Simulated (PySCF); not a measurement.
Structure problem from calculated spectra and properties.

Formula: C4H4S.

| Property | Result |
| --- | --- |
| 13C NMR | chemical shifts (computed TMS as zero) by class: 132.8 (2 C), 131.4 (2 C) ppm [GIAO PBE0/pcSseg-1] |
| 1H NMR | chemical shifts (computed TMS as zero) by class: 7.19 (2 H), 7.17 (2 H) ppm [GIAO PBE0/pcSseg-1] |
| Rotational structure | rotational constants A, B, C: 8.045, 5.408, 3.234 GHz [PBE0-D3(BJ)/def2-SVP] |
| Dipole | 0.49 D [PBE0/pcSseg-1] |
| NMR, other nuclei | isotropic shieldings of nuclei other than C and H, by class: 275 (1 S) ppm [GIAO PBE0/pcSseg-1] |

Electronic properties: PySCF, gas phase, density fitting. Levels stand in brackets. Isolated species at its PBE0-D3(BJ)/def2-SVP geometry, gas phase. NMR values are class means; diastereotopic atoms form classes of their own.

Question: What is the compound? Reason from the data.

Answer: Numbering: `[cH:1]1[cH:2][cH:3][s:4][cH:5]1`. Its formula, C4H4S, gives 3 degrees of unsaturation: 1 ring and 2 π bonds in the structure found (Kekulé form). 4 carbons fall into 2 classes; from least to most shielded: aromatic CH next to a ring sulfur [C3/C5] (132.8 ppm, 2 C), aromatic CH carbon [C1/C2] (131.4 ppm, 2 C). Hydrogen classes from least to most shielded: 2 H on 2 aromatic CH carbons, C1/C2 (7.19 ppm), 2 H on 2 like atoms (aromatic CH next to a ring sulfur), C3/C5 (7.17 ppm). The other shieldings belong to: 275 ppm, thiophene-type sulfur [S4]. The optimised geometry has point group C2v and is an asymmetric top. Structure: `C1=CSC=C1`. The assignments are read from this structure; whether some other isomer fits the data as well wasn't checked.
